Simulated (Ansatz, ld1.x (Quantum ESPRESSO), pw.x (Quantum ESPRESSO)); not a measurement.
Rh (diamond): variants of one TM potential in the solid

ld1.x (Quantum ESPRESSO) 7.5 input, shortened:

```
&input
   title='Rh', zed=45., rel=1, dft='PW', iswitch=3,
   config='[Kr] 4d8 5s0.5 5p0'
 /
 &inputp
   pseudotype=2, tm=.true., lloc=0,
   nlcc=.false.
 /
3
5P  2  1   0.00   0.00  2.80  2.80  0.0
4D  3  2   8.00   0.00  2.00  2.00  0.0
5S  1  0   0.50   0.00  2.80  2.80  0.0
 &test
   configts(1)='4d8 5s0.5 5p0'
 /
```

Crystal test: diamond Rh in pw.x 7.5, no spin, 9³ k-points, Fermi–Dirac smearing 0.01 Ry, cutoffs set for each file from its atomic test. The reference is all-electron LAPW (Ansatz 0.2.0) with the same functional, mesh and smearing; V0 and B0 come from Birch–Murnaghan fits to the pressures at five volumes. Errors are pseudo minus all-electron; Δ is the rms difference of the E(V) curves that follow from these fits, minima aligned, over ±6 % about the mean V0. Mesh and smearing are coarse, so the numbers serve the comparison and aren't converged zero-temperature values; the lattice is a test structure that the element need not adopt.

All-electron: a0 = 5.395 Å (V0 = 19.63 Å³/atom), B0 = 160.3 GPa.

Base: The largest radius (2.80 bohr) exceeds half the bond length (2.21 bohr), so the spheres overlap, which is one possible source of error among others. This is a poor potential for the solid.

2 further variants are left out: they gave no file fit for a test, a broken result, the same result as the base, or pressures whose basis-set error rivals the error shown.

A dash in a converged row means that the minimum lies outside the volumes sampled.

| change | cutoffs (Ry) | pw.x | a0 (Å) | a0 error (%) | B0 error (%) | Δ (meV/atom) | mean pressure error (GPa) |
| --- | --- | --- | --- | --- | --- | --- | --- |
| base | 75/300 | converged | 5.458 | +1.16 | -4.4 | 23.8 | +5.85 |
| all radii scaled by about 1.17 (s 3.28, p 3.28, d 2.34 bohr) | 70/280 | converged | – | – | – | – | -12.08 |
| all radii scaled by about 1.34 (s 3.76, p 3.76, d 2.68 bohr) | 60/240 | converged | – | – | – | – | -54.53 |

Q: Give the row for: all radii scaled by about 0.91 (s 2.56, p 2.56, d 1.82 bohr).

A: pw.x: converged; mean pressure error (GPa): +7.50; a0 (Å): 5.474; a0 error (%): +1.47; B0 error (%): -5.1; Δ (meV/atom): 30.1.
